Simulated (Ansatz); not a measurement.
A made-up structure of H2S3O, singlet:

```
6
angstrom
O -0.0018 1.5988 -1.0281
S 0.4258 1.4142 0.5561
S 1.2380 -0.4039 0.7218
S -0.2816 -1.7668 1.0763
H 2.3216 -1.2222 0.7964
H -0.4670 -2.1398 -0.2031
```

It is relaxed with PBE-D4/def2-SVP and then PBE0-D4/def2-TZVP (Ansatz 0.2.0). Atoms count as bonded within 1.22 times the sum of their covalent radii (H–H: 0.88 Å). The end point is not checked to be a true minimum.

Does its bonding change? (A judgement: the text doesn't fix the answer.)

The calculation gives: No: no bond forms or breaks.

Where it ends: The first stage lowers the energy by 1.63 eV in 12 steps. It ends as H₂S₃O ([O][S][SH][SH]):
O1  (0.276, 1.184, -1.023)
S2  (0.438, 1.350, 0.447)
S3  (1.123, -0.375, 1.294)
S4  (-0.125, -2.130, 1.063)
H5  (1.990, -0.756, 0.333)
H6  (-0.467, -1.793, -0.195)
(Å)

Labels in which every atom is bracketed show which atoms are joined, not bond orders.

For scale, one of the runs: PBE0-D4/def2-TZVP relaxation, 154 basis functions, launched by `ansatz run in.yaml --threads 2 --pin off --events-out ev --progress --plain --max-ram 4352MiB`. The run took about 30 s on 2 CPU threads of an Arm Neoverse V2 (shared host).
